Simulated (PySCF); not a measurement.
# Nitrogen: a sound run and one with changed settings

Sound run: N [He] 2s2 2p3, N⁺ [He] 2s2 2p2. All numbers are calculated (PySCF 2.14, no relativity, point nucleus, in def2-SVP (3s2p1d, 14 functions)). In the sound run the correlated levels freeze 1s2. The sound run starts from symmetry-adapted Hartree-Fock orbitals and uses a fine grid where one is needed.

A second run was set up differently.

```csv
species,method,sound run (hartree),changed run (hartree),converged
N,UHF,-54.33653,-53.71901,yes
N,PBE,-54.46658,-53.81469,yes
N,M06-L,-54.53537,-53.88929,yes
N,MP2,-54.40612,-53.71901,yes
N⁺,UHF,-53.82066,-53.24264,yes
N⁺,PBE,-53.92579,-53.32088,yes
N⁺,M06-L,-53.98966,-53.37747,yes
N⁺,MP2,-53.87492,-53.25331,yes
N⁺,CCSD(T),-53.89709,-53.26332,yes
```

Ionisation energy of N:

```json
{"method": "UHF", "sound run (eV)": "14.038", "changed run (eV)": "12.963"}
{"method": "PBE", "sound run (eV)": "14.716", "changed run (eV)": "13.437"}
{"method": "M06-L", "sound run (eV)": "14.850", "changed run (eV)": "13.927"}
{"method": "MP2", "sound run (eV)": "14.455", "changed run (eV)": "12.672"}
{"method": "SCS-MP2", "sound run (eV)": "14.244", "changed run (eV)": "12.614"}
```

(1) What was changed?
A. all electrons correlated in a valence basis
B. angular grid far too coarse
C. too few SCF iterations
D. minimal basis

Answers

(1) D. It used basis STO-3G. A minimal basis cannot let orbitals breathe on ionisation and holds almost no correlation.
